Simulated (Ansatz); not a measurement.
# UB3LYP/cc-pVDZ run of Si2NH6 (SMILES [SiH2]N[SiH3])

Aim: the vertical ionisation energy of Si2NH6 at UB3LYP/cc-pVDZ, from 2 runs. 

The results are computed with Ansatz 0.2.0.

60 further runs of the same task are left out: 60 set aside as unsound or not needed.

## 1. The system as given

The species is Si2NH6 (9 atoms), meant as a doublet with charge 0. SMILES: `[SiH2]N[SiH3]`. Geometry: relaxed at PBE0-D4/def2-TZVP. This is one conformer, not always the lowest.

Bond lengths: Si1–N2 1.730 Å, N2–Si3 1.731 Å, Si1–H4 1.491 Å, Si1–H5 1.494 Å, N2–H6 1.011 Å, Si3–H7 1.488 Å, Si3–H8 1.483 Å, Si3–H9 1.488 Å. Some angles: Si1–N2–Si3 128.1°, Si1–N2–H6 115.1°, Si3–N2–H6 116.2°, N2–Si1–H4 107.7°, N2–Si1–H5 108.7°, N2–Si3–H7 111.1°, N2–Si3–H8 107.0°, N2–Si3–H9 112.0°, H4–Si1–H5 110.7°, H7–Si3–H8 109.8°.

## 2. The energy at UB3LYP/cc-pVDZ

job.yaml reads:

```yaml
crystal:
  periodic: [false, false, false]
  atoms:
    - symbol: Si
      position_ang: [-1.200900, 0.925300, -0.948400]
    - symbol: "N"
      position_ang: [0.196900, 0.625800, 0.025200]
    - symbol: Si
      position_ang: [0.611700, -0.820500, 0.880200]
    - symbol: H
      position_ang: [-1.616500, -0.372000, -1.554500]
    - symbol: H
      position_ang: [-0.842900, 1.913400, -2.010900]
    - symbol: H
      position_ang: [0.764100, 1.439300, 0.222200]
    - symbol: H
      position_ang: [1.982600, -1.276500, 0.525400]
    - symbol: H
      position_ang: [-0.378200, -1.853400, 0.488500]
    - symbol: H
      position_ang: [0.571600, -0.627700, 2.355400]
basis:
  gaussian: {orbitals: cc-pVDZ}
magnetization: {spin_polarized: true, initial_magnetization: 1}
hamiltonian: {xc: {name: B3LYP}}
accuracy: high
output: {orbitals: {seedname: orbitals}}
```

Started as:

```console
ansatz run job.yaml --threads 1 --pin off --max-ram 3480MiB --events-out events.jsonl --progress --plain --runs-dir runs
```

What it wrote:

```text
Warning: RAYON_NUM_THREADS=1 ignored (pool sized by the plan → 1); use --threads N
Functional definition: B3LYP
  name "B3LYP"
  parameter a0 = 0.2
  parameter ax = 0.72
  parameter ac = 0.81
  exchange = (1 - a0 - ax)*slater_x + ax*b88_x + a0*exact_x
  correlation = (1 - ac)*vwn_rpa_c + ac*lyp_c
1930 factors; integrals over basis functions are off by at most 3.8e-9 eV
mean field evaluation 1: about -17337.3634 eV, gradient 3.8e1 eV
mean field evaluation 2: about -17319.7354 eV, gradient 6.8e1 eV
mean field evaluation 4: about -17343.2837 eV, gradient 1.4e0 eV
mean field evaluation 8: about -17343.4080 eV, gradient 3.2e-2 eV
mean field evaluation 16: about -17343.4080 eV, gradient 1.6e-5 eV
mean field -17343.40800070 eV, -637.3584882416 hartree, gradient 5.6e-8 eV, S^2 0.751939; 0 other end points of the search recorded, 0 dependent functions left out
reference -17343.40804261 eV, -637.3584897818 hartree; 21, 20 occupied and 59, 60 virtual orbitals, 1930 factors
Total energy: -17343.40804261 eV, -637.3584897818 hartree
```

Run time: 13 s. Hardware: 1 thread of Arm Neoverse V1, shared host; peak memory 0.38 GiB.

## 3. The singlet cation

molecule.yaml reads:

```yaml
crystal:
  periodic: [false, false, false]
  atoms:
    - {symbol: Si, position_ang: [-1.200900, 0.925300, -0.948400]}
    - {symbol: "N", position_ang: [0.196900, 0.625800, 0.025200]}
    - {symbol: Si, position_ang: [0.611700, -0.820500, 0.880200]}
    - {symbol: H, position_ang: [-1.616500, -0.372000, -1.554500]}
    - {symbol: H, position_ang: [-0.842900, 1.913400, -2.010900]}
    - {symbol: H, position_ang: [0.764100, 1.439300, 0.222200]}
    - {symbol: H, position_ang: [1.982600, -1.276500, 0.525400]}
    - {symbol: H, position_ang: [-0.378200, -1.853400, 0.488500]}
    - {symbol: H, position_ang: [0.571600, -0.627700, 2.355400]}
basis:
  gaussian:
    orbitals: cc-pVDZ
total_charge: 1
hamiltonian:
  xc: {name: B3LYP}
accuracy: high
output:
  orbitals: {seedname: orbitals}
```

Started as:

```console
ansatz run molecule.yaml --threads 1 --pin off --max-ram 3480MiB --events-out events.jsonl --progress --plain --runs-dir runs
```

What it wrote:

```text
Warning: RAYON_NUM_THREADS=1 ignored (pool sized by the plan → 1); use --threads N
[... 7 set-up lines as earlier in the session ...]
1929 factors; integrals over basis functions are off by at most 3.8e-9 eV
mean field evaluation 1: about -17321.4337 eV, gradient 8.1e1 eV
mean field evaluation 2: about -17264.7878 eV, gradient 1.4e2 eV
mean field evaluation 4: about -17335.5681 eV, gradient 8.4e0 eV
mean field evaluation 8: about -17335.9281 eV, gradient 7.3e-1 eV
mean field evaluation 16: about -17335.9300 eV, gradient 2.8e-4 eV
mean field -17335.92995883 eV, -637.0836752715 hartree, gradient 3.3e-8 eV, S^2 0.000000; 0 other end points of the search recorded, 0 dependent functions left out
reference -17335.93000220 eV, -637.0836768654 hartree; 20, 20 occupied and 60, 60 virtual orbitals, 1929 factors
Total energy: -17335.93000220 eV, -637.0836768654 hartree
```

It took 7.5 s on 1 thread of Arm Neoverse V1, shared host; peak memory 0.27 GiB.

## 4. Summary of results

At UB3LYP/cc-pVDZ:

| quantity | value |
| --- | --- |
| doublet Si2NH6: total energy | -637.35849 Eh |
| doublet Si2NH6: HOMO energy (highest over α and β) | -5.07 eV |
| doublet Si2NH6: LUMO energy (lowest over α and β) | -2.16 eV |
| doublet Si2NH6: ⟨S²⟩ | 0.752 |
| singlet cation: total energy | -637.08368 Eh |
| singlet cation: HOMO energy | -13.40 eV |
| singlet cation: LUMO energy | -9.76 eV |
| singlet cation: HOMO–LUMO gap | 3.63 eV |
| vertical ionisation energy (to the singlet cation) | 7.478 eV |

In words: Removing an electron at fixed nuclei costs 7.48 eV (722 kJ/mol). Only the singlet of the ionised species was computed; a triplet could lie lower.
